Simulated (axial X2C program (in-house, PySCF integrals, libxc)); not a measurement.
Potential curves of AlC⁺, non-relativistic

All values were computed with an in-house all-electron X2C program for linear molecules (integrals from PySCF). The Hamiltonian is the X2C one with the speed of light multiplied by 100, which is the non-relativistic limit. Basis: Al dyall-v3z [8s7p2d1f], C dyall-v3z [7s6p2d1f] (cores contracted in-house); Gaussian nuclei, density fitting, unrestricted open shells. Masses: Al 26.982 u, C 12.000 u.

State: M_S = 1, Λ = 0 (beyond evenly filled blocks: π+α, π-α). Energies in kJ/mol from the fragments at the same level (Al+ + C). Fits are polynomials in 1 − R0/R over 0.85 to 1.23 times the lowest point R0.

| R (Å) | HF | BP86 | PBE0 | M06 |
| --- | --- | --- | --- | --- |
| 1.6982 | -5.21 | -41.90 | -39.49 | -16.79 |
| 1.7763 | -33.66 | -77.39 | -71.70 | -48.94 |
| 1.8349 | -43.17 | -92.99 | -84.78 | -62.02 |
| 1.8934 | -45.30 | -101.57 | -90.94 | -68.29 |
| 1.9520 | -42.13 | -104.91 | -92.03 | -69.60 |
| 2.0203 | -34.14 | -104.00 | -88.89 | -66.93 |
| 2.0886 | -23.91 | -99.53 | -82.75 | -61.57 |
| 2.1765 | -10.84 | -90.60 | -72.67 | -52.94 |
| 2.2838 | 1.17 | -77.38 | -59.58 | -42.21 |
| 2.4400 |  | -57.71 | -42.28 | -28.56 |

One determinant describes the state; a PBE0 search over occupations chose it and may have missed a lower one. Dissociation energies refer to the lowest single-determinant-based atoms at the same level and basis. The functionals have no current-density term, which raises determinants with orbital currents, atoms included. The determinant is spin-polarised beyond a pure state at some levels (its spin-free form has ⟨S²⟩ too high), which makes Re and μ there less reliable. The stretched end of a curve changes character and is left out.

(1) What are Re, ωe and De at the HF level?

(2) Fit the BP86 curve near its minimum: give the equilibrium distance, the harmonic wavenumber and the well depth.

(3) What are Re, ωe and De at the PBE0 level?

(4) What are Re, ωe and De at the M06 level?

Results:

(1) At HF, non-rel.: Re = 1.885 Å, ωe ≈ 745 cm⁻¹, De = 0.47 eV to Al+ + C; Be follows as 0.571 cm⁻¹.

(2) At BP86, non-rel.: Re = 1.971 Å, ωe ≈ 584 cm⁻¹, De = 1.09 eV to Al+ + C; Be follows as 0.522 cm⁻¹.

(3) At PBE0, non-rel.: Re = 1.938 Å, ωe ≈ 620 cm⁻¹, De = 0.96 eV to Al+ + C; Be follows as 0.541 cm⁻¹.

(4) At M06, non-rel.: Re = 1.942 Å, ωe ≈ 600 cm⁻¹, De = 0.72 eV to Al+ + C; Be follows as 0.538 cm⁻¹.
